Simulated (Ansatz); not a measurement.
# C3H5FS: up Jacob's ladder to CCSD(T)

An exercise on one series of results from a longer session: the logs are not shown, and one member is left open.

The runs use Ansatz 0.2.0, Gaussian basis; functionals in def2-TZVPP, the program's frozen cores in correlated methods.

Plan: PBE-D4, r2SCAN-D4, PBE0-D4, B3LYP-D4, ωB97X-V, ωB97M-V, B2PLYP; CCSD(T)/def2-TZVPP; MP2/def2-QZVPP; extrapolation to the limit.

### The relaxed structure

An earlier PBE0-D4 in a triple-zeta def2 set relaxation fixed the geometry.

SMILES `CC(=S)CF`, 10 atoms, charge 0, spin multiplicity 1.

Atoms are counted from 1 here; the program's logs count them from 0.

Bond lengths: C1–C2 1.485 Å, C1–H6 1.095 Å, C1–H7 1.087 Å, C1–H8 1.095 Å, C2–S3 1.617 Å, C2–C4 1.503 Å, C4–F5 1.380 Å, C4–H9 1.094 Å, C4–H10 1.094 Å. Angles: C2–C1–H6 109.9°, C2–C1–H7 110.9°, C2–C1–H8 109.9°, H6–C1–H7 110.3°, H6–C1–H8 105.5°, H7–C1–H8 110.3°, C1–C2–S3 124.6°, C1–C2–C4 116.6°, S3–C2–C4 118.8°, C2–C4–F5 112.5°, C2–C4–H9 109.5°, C2–C4–H10 109.6°, F5–C4–H9 108.3°, F5–C4–H10 108.4°, H9–C4–H10 108.4°.

As a file:

```tsv
atom	x (Å)	y (Å)	z (Å)
C1	0.47987	-0.58396	1.05328
C2	0.26048	-0.40027	-0.40373
S3	0.86423	-1.36500	-1.55266
C4	-0.58661	0.77131	-0.81315
F5	-1.02838	1.50782	0.26686
H6	0.94201	0.31405	1.47670
H7	1.10254	-1.45428	1.24502
H8	-0.48318	-0.68677	1.56461
H9	-1.45991	0.41516	-1.36734
H10	-0.00815	1.43074	-1.46657
```

Set-up of the first run:

The input, in.yaml:

```yaml
crystal:
  periodic: [false, false, false]
  atoms:
    - {symbol: C, position_ang: [0.479869, -0.583959, 1.053279]}
    - {symbol: C, position_ang: [0.260476, -0.400267, -0.403734]}
    - {symbol: S, position_ang: [0.864234, -1.365004, -1.552663]}
    - {symbol: C, position_ang: [-0.586615, 0.771310, -0.813152]}
    - {symbol: F, position_ang: [-1.028375, 1.507821, 0.266855]}
    - {symbol: H, position_ang: [0.942011, 0.314053, 1.476705]}
    - {symbol: H, position_ang: [1.102535, -1.454277, 1.245018]}
    - {symbol: H, position_ang: [-0.483184, -0.686772, 1.564605]}
    - {symbol: H, position_ang: [-1.459905, 0.415157, -1.367342]}
    - {symbol: H, position_ang: [-0.008147, 1.430739, -1.466571]}
basis:
  gaussian: {orbitals: def2-TZVPP}
hamiltonian: {xc: pbe, dispersion: d4}
output: {forces: true, orbitals: {seedname: orbitals}}
```

Launch:

```
> ansatz run in.yaml --threads 4 --pin off --events-out ev --progress --plain --max-ram 10444MiB
```

Steps of the session up to this table: PBE-D4 (GGA); r2SCAN-D4 (meta-GGA); PBE0-D4 (hybrid); B3LYP-D4 (hybrid); ωB97X-V (range-separated); ωB97M-V (range-separated); B2PLYP (double hybrid); CCSD(T) in def2-TZVPP; MP2 in def2-QZVPP.

One table of the session follows, with a row left open; its other results are not shown here.

| method | atomisation energy (kJ/mol) |
| --- | --- |
| PBE-D4 | 4018.5 |
| r2SCAN-D4 | 3916.6 |
| PBE0-D4 | 3928.3 |
| B3LYP-D4 | 3892.6 |
| ωB97X-V | 3901.3 |
| ωB97M-V | 3910.9 |
| B2PLYP | ? |
| HF/def2-TZVPP | 2804.2 |
| MP2/def2-TZVPP | 3872.7 |
| CCSD/def2-TZVPP | 3720.9 |
| CCSD(T)/def2-TZVPP | 3791.4 |
| MP2/CBS | 3972.4 |
| CCSD(T)/CBS | 3891.1 |

**Question.** Estimate the row for B2PLYP.

The run gave: atomisation energy (kJ/mol): 3855.1. In the column «atomisation energy (kJ/mol)» it lies between CCSD(T)/def2-TZVPP (3791.4) and MP2/def2-TZVPP (3872.7).

Caveats from the session: Free atoms (3 C, 1 S, 1 F, 5 H) were run apart at each level; the atomisation energy is their sum less the molecule, without zero-point or spin-orbit terms.
